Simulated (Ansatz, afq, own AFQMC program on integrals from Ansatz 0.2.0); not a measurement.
**Where AFQMC and coupled cluster stand for GeH$_{2}$, triplet**

```tsv
atom	x (Å)	y (Å)	z (Å)
Ge	0.0000	-0.0219	0.0019
H	0.0000	0.8281	-1.4715
H	0.0000	0.7480	1.3363
```

Basis cc-pVDZ. Noble-gas cores (and the filled d shells of Ga–Kr and In–Xe) are frozen. Ansatz 0.2.0 and our own AFQMC program on the same integrals; the CISD trial comes from CCSD amplitudes, and released means the phaseless constraint is let go. Uncertainties: one standard error, sampling alone. No spin–orbit coupling.

Determinant: UHF, the one that the program's search chose, which needn't be the lowest solution. The geometry is a point of a scan.

No full CI on the walks' own integrals is used here; CCSDT(Q) serves as the reference and is uncertain by about the last step of the cluster series.

Cautions: no relativity below Rb; no spin-orbit coupling; inner d shell frozen; lower spins were not checked; the ph-AFQMC/HF walk drifts between its halves (2.8 errors).

The T1 diagnostic is 0.0150 and the weight of the determinant in the CISD state is 0.934. The ⟨S²⟩ of the determinant is 2.005 and the size of the correlated space is 6 electrons in 23 orbitals.

| level | correlation energy (eV) |
| --- | --- |
| MP2 | -1.9081 |
| CCSD | -2.5036 |
| CCSD(T) | -2.5563 |

Question: Estimate where phaseless AFQMC with a CISD trial lies against CCSD(T) on the same integrals.

Answer: 0.59 ± 0.07 mEh below CCSD(T).

Reference: CCSDT(Q), correlation energy -2.575 eV. The released energy is read at 1.50 1/Eh (meV from the phaseless value at times in 1/Eh: -2.9 ± 2.5 at 0.24, -1 ± 3 at 0.50, -2.5 ± 2.1 at 1.00, -2.7 ± 2.3 at 1.50).

```tsv
level	E − E(reference) (mEh)	share of correlation (%)
CCSD(T)	0.68	99.29
CCSDT	0.04	99.96
ph-AFQMC/HF	-2.15 ± 0.86	102.27
ph-AFQMC/CISD	0.08 ± 0.07	99.92
released AFQMC	-0.02 ± 0.09	100.02
```

A walk keeps the symmetry of its determinant, which the program's search chose and which needn't be the lowest solution, so a lower state of the same spin and another symmetry isn't excluded. Released energies are given only where the last usable release times agree within the noise; a slower fall can still hide under it.
